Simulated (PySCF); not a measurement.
**How methods differ on the ionisation energy of O**

O [He] 2s2 2p4 (3P) → O⁺ [He] 2s2 2p3 (4S), as a difference of total energies. Calculation: PySCF 2.14, in x2c-TZVPPall; the spin-free X2C one-electron Hamiltonian (Gaussian nucleus). Correlated levels: valence and next inner shell: nothing frozen. The calculations carry no spin-orbit coupling.

```json
{"method": "UHF", "ionisation energy (eV)": "12.007"}
{"method": "MP2 (valence and next inner shell)", "ionisation energy (eV)": "13.258"}
{"method": "SCS-MP2 (valence and next inner shell)", "ionisation energy (eV)": "13.346"}
{"method": "CCSD (valence and next inner shell)", "ionisation energy (eV)": "13.293"}
{"method": "CCSD(T) (valence and next inner shell)", "ionisation energy (eV)": "13.329"}
{"method": "CCSDT (valence and next inner shell)", "ionisation energy (eV)": "13.332"}
```

**Question.** How much does correlation contribute at CCSD(T) (valence and next inner shell)?

**Answer.** 13.329 − (12.007) = 1.322 eV, measured against UHF.

A first-order spin-orbit estimate (lowest level to lowest level, LS coupling) adds 0.010 eV.

Errors of the correlated levels include the incompleteness of this basis.

For comparison: 13.618 eV (measured; NIST Atomic Spectra Database, ionization energies).
